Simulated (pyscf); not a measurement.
Optimised with ωB97X-D3(BJ)/def2-SVP in PySCF. Correlated levels are frozen-core, on RHF or UHF. ΔMP2 is the change of the MP2 total energy from the triple- to the quadruple-zeta basis.

Question: How much does it cost (ΔH, 298 K, CCSD(T)/def2-TZVPP + ΔMP2(QZVPP)) to split ethylene (H₂C=CH₂) at its C–H bond into •HC=CH₂ + H•?

Answer: C–H to •HC=CH₂ + H•: 463.4 kJ/mol. The radicals are drawn with the spin at the cut bond; how far it spreads was not checked. Other isomers of •HC=CH₂ were not searched in full and may lie lower. The CCSD(T) − MP2 part came from Ansatz, without density fitting, on the same reference. A UHF reference is spin-contaminated (<S²> up to 0.96), which harms MP2 most.
